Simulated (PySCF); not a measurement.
# Energy of Al (aluminium, neutral) between two integer charges

The 3p alpha orbital of [Ne] 3s2 3p1 is emptied in steps (occupation f), with all orbitals relaxed, ending at [Ne] 3s2. Computed with PySCF 2.14 in def2-TZVPPD (6s5p4d1f, 48 functions), with no relativity, point nucleus. The exact energy is a straight line in f; departures are measured from the line between the end points of the same method.

```
   f  UHF (eV)  LDA (eV)  PBE (eV)  PBE0 (eV)  r2SCAN (eV)  LC-wPBE (eV)  BHandHLYP (eV)  wB97X (eV)  CAM-B3LYP (eV)  HSE06 (eV)
   1     0.000     0.000     0.000      0.000        0.000         0.000           0.000       0.000           0.000       0.000
0.75     0.061    -0.578    -0.569     -0.413       -0.528         0.002          -0.270      -0.031          -0.217      -0.484
 0.5     0.080    -0.776    -0.760     -0.549       -0.697         0.007          -0.360      -0.039          -0.289      -0.644
0.25     0.058    -0.585    -0.568     -0.408       -0.514         0.009          -0.269      -0.028          -0.216      -0.479
   0     0.000     0.000     0.000      0.000        0.000         0.000           0.000       0.000           0.000       0.000
```

**Question.** For HSE06, how does the orbital energy at f = 1 compare with the removal energy?

**Answer.** −ε = 3.493 eV against a total-energy difference of 6.074 eV. By Janak's theorem ε = ∂E/∂f, so the gap between them reflects the curvature. Along the path −ε is 4.785 (f = 0.75), 6.086 (f = 0.5), 7.373 (f = 0.25) eV.

| method | E(f=0) − E(f=1) (eV) | −ε at f=1 (eV) | −ε at f=0.5 (eV) |
| --- | --- | --- | --- |
| UHF | 5.595 | 5.931 | 5.587 |
| LDA | 6.022 | 2.966 | 6.003 |
| PBE | 6.064 | 3.045 | 6.065 |
| PBE0 | 6.083 | 3.880 | 6.097 |
| r2SCAN | 6.162 | 3.329 | 6.198 |
| LC-wPBE | 6.180 | 6.181 | 6.198 |
| BHandHLYP | 5.894 | 4.452 | 5.898 |
| wB97X | 5.931 | 5.757 | 5.941 |
| CAM-B3LYP | 6.002 | 4.845 | 6.006 |
| HSE06 | 6.074 | 3.493 | 6.086 |

Reference removal energy between the ground levels: 5.986 eV (measured; NIST Atomic Spectra Database, ionization energies). The calculation has no spin-orbit coupling. UHF lacks correlation.
